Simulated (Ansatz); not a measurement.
# C3H4O2: the cost of one run

Computed with Ansatz 0.2.0 (the levels named in each step, unless a step's input says otherwise).

## (1) The starting structure

Bond lengths: C1–C2 1.335 Å, C2–O3 1.358 Å, C2–C4 1.478 Å, C4–O5 1.202 Å, C1–H6 1.074 Å, C1–H7 1.077 Å, O3–H8 0.965 Å, C4–H9 1.105 Å. Angles: C1–C2–O3 125.4°, C1–C2–C4 121.6°, O3–C2–C4 112.9°, C2–C1–H6 119.3°, C2–C1–H7 122.9°, H6–C1–H7 117.8°, C2–O3–H8 110.2°, C2–C4–O5 125.0°, C2–C4–H9 112.6°, O5–C4–H9 122.4°.

Structure file:

```xyz
9

C    -1.0417    1.0440   -0.4261
C    -0.4124   -0.1187   -0.2437
O    -0.8599   -1.3298   -0.6629
C     0.8851   -0.1957    0.4600
O     1.4773    0.7438    0.9198
H    -0.5966    1.9471   -0.0526
H    -1.9869    1.1236   -0.9362
H    -1.7067   -1.2338   -1.1163
H     1.2711   -1.2286    0.5268
```

## (2) A rough first relaxation, PBE-D4/def2-SVP

This run stands in another session on the same molecule. It ended at:

```xyz
9

C    -1.0561    1.0628   -0.4314
C    -0.4267   -0.1225   -0.2530
O    -0.8468   -1.3512   -0.6593
C     0.8878   -0.2002    0.4608
O     1.4798    0.7569    0.9223
H    -0.5717    1.9663   -0.0359
H    -2.0224    1.1528   -0.9510
H    -1.7033   -1.2578   -1.1177
H     1.2886   -1.2550    0.5339
```

## (3) Relaxation, HF/STO-3G

File input.yaml:

```yaml
crystal:
  periodic: [false, false, false]
  atoms:
    - { symbol: C, position_ang: [-1.05606982, 1.062752, -0.43136016] }
    - { symbol: C, position_ang: [-0.42673474, -0.1224698, -0.25298393] }
    - { symbol: O, position_ang: [-0.8468026, -1.35120931, -0.65928676] }
    - { symbol: C, position_ang: [0.88779658, -0.20022193, 0.46076335] }
    - { symbol: O, position_ang: [1.47982448, 0.75694045, 0.92234741] }
    - { symbol: H, position_ang: [-0.57169758, 1.96627316, -0.0359137] }
    - { symbol: H, position_ang: [-2.0223874, 1.15277248, -0.95101278] }
    - { symbol: H, position_ang: [-1.70325409, -1.25782397, -1.11773619] }
    - { symbol: H, position_ang: [1.28858518, -1.25503308, 0.53393276] }
basis:
  gaussian: { orbitals: STO-3G }
hamiltonian:
  xc: hf
relax:
  f_tol: 0.002
  max_steps: 150
```

On the command line:

```console
$ ansatz run input.yaml --threads 4 --pin off --max-ram 10240MiB --backend cpu --events-out ev --progress --plain --runs-dir out
```

**Question.** How long does this run take on 4 threads of Intel Xeon at 2.50GHz (Skylake/Cascade Lake), shared host, and how much memory does it need?

About 5.9 s, with a peak of 0.1 GiB.
